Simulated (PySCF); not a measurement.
# Electron attachment to methyl cation

Parent: methyl cation, `[CH3+]` ([CH3]+). Non-hydrogen atoms are numbered in `[CH3+:1]`.

Energies: frozen-core CCSD(T)/aug-cc-pVTZ (PySCF, unrestricted reference for open shells) on PBE0-D3(BJ)/def2-SVP structures. Thermal corrections: PBE0-D3(BJ)/def2-SVP frequencies, unscaled, ideal gas at 298.15 K and 1 bar, quasi-RRHO entropy.

Frontier levels of the parent (Hartree-Fock reference): HOMO -25.66 eV, LUMO -7.71 eV.

Reduction to the radical:
- Vertical recombination energy (electronic): 9.72 eV
- Adiabatic recombination energy (with zero-point energy): 9.79 eV
- Adiabatic, electronic part: 9.74 eV
- Vertical gap at the product's structure: 9.73 eV
- ⟨S²⟩ of the product: 0.762
- Largest spin populations: C1 1.16
- Largest changes of atomic charge: C1 -0.61, H (on C1) -0.13, H (on C1) -0.13, H (on C1) -0.13
- Distances that move most (Å): C1–H 1.104 → 1.090; C1–H 1.104 → 1.090; C1–H 1.104 → 1.090

Against the Active Thermochemical Tables (version 1.112): recombination energy to the radical 9.84 (computed 9.79, error -0.05) eV.

Hardware: 1 thread of Arm Neoverse V1, shared with other jobs. Command: `OMP_NUM_THREADS=1 python redox_run.py task.json out`. The single points of this level: 4.5 min.
